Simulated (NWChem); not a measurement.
System: water (H₂O); SMILES O

```xyz
3

O      0.0000     0.0000     0.1226
H      0.7577     0.0000    -0.4905
H     -0.7577     0.0000    -0.4905
```
Atoms are numbered in this order, from 1.

Program: NWChem. Structure relaxed at the PBE-D3(BJ)/def2-SVP level. Ions are spin-unrestricted doublets at the neutral geometry; other ion states weren't tried.

Question: What does the run give for CAM-B3LYP/def2-TZVP? Quantities: vertical ionisation energy, ΔSCF (eV); −ε(HOMO) (eV).

Answer: 
```
Item                                   Value
-------------------------------------  -----
vertical ionisation energy, ΔSCF (eV)  12.67
−ε(HOMO) (eV)                          10.48
```
